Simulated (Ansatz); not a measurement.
doublet O2F: levels of theory in one basis

```xyz
3

F    -0.0138    0.1675   -1.2428
O    -0.0144   -0.5284    0.2024
O    -0.0146    0.3218    1.0359
```

Basis set: cc-pVTZ (spherical functions). Frozen core: 3 orbitals. Correlation on ROHF uses semicanonical orbitals with singles. Charge 0, multiplicity 2.

Computed with Ansatz (development build ahead of 0.2.0); each method stands on the lowest determinant of its kind that the runs found.

```tsv
method	E − E(ROHF) (eV)	<S²> of the determinant
ROHF	0.00	0.75
UHF	-1.41	1.48
ROHF-MP2	-20.13	–
```

Problem. What does UHF-MP2 give on the same scale?

Solution. -19.19 eV.

Problem. Is a single determinant a sound starting point here?

Solution. It is doubtful. Unrestricted orbitals lower Hartree–Fock by 1.41 eV and <S²> is 1.48 where a pure state has 0.75, a sign of strong static correlation.

Caution for ROHF, ROHF-MP2: an unrestricted determinant lies well below. Caution for UHF, UHF-MP2: the unrestricted determinant is spin contaminated. Caution for ROHF-MP2: other determinants can give a lower correlated total.
